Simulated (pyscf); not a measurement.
## Routes from `[CH4]` + `[GeH3]` [doublet]

Candidate steps break at most two bonds and form at most two. Each was searched with GFN2-xTB (tblite) first. Single points on ωB97X-D3(BJ)/def2-SVP structures (PySCF, gas phase). Correlated levels are frozen-core, on RHF or UHF. ΔMP2 is the change of the MP2 total energy from the triple- to the quadruple-zeta basis. Energies: CCSD(T)/def2-TZVPP + ΔMP2(QZVPP), eV, from the separated reactants, doublet surface.

```
products                       type   ΔE‡     ΔE  ΔG‡ 298 K  ΔG‡ 900 K  ν‡ (cm⁻¹)
-------------  --------------------  ----  -----  ---------  ---------  ---------
GeH₄ + CH₃•    hydrogen abstraction  1.19  +0.93       1.38       2.00       637i
H₃C–GeH₃ + H•     substitution at C  2.18  +1.20       2.43       3.16      1452i
```

Plain bond fissions and candidates not yet searched are not listed, and one of them may be faster. Each barrier is that of the saddle found; lower ones may exist. The CCSD(T) − MP2 part came from Ansatz, without density fitting, on the same reference. The frozen core leaves the outer d or s,p core shells of the metals and heavy elements correlated in the MP2 and CC values, and def2-TZVPP describes them poorly, which can shift differences by a few kcal/mol. Elements up to Kr have no core potential and no relativistic terms here.
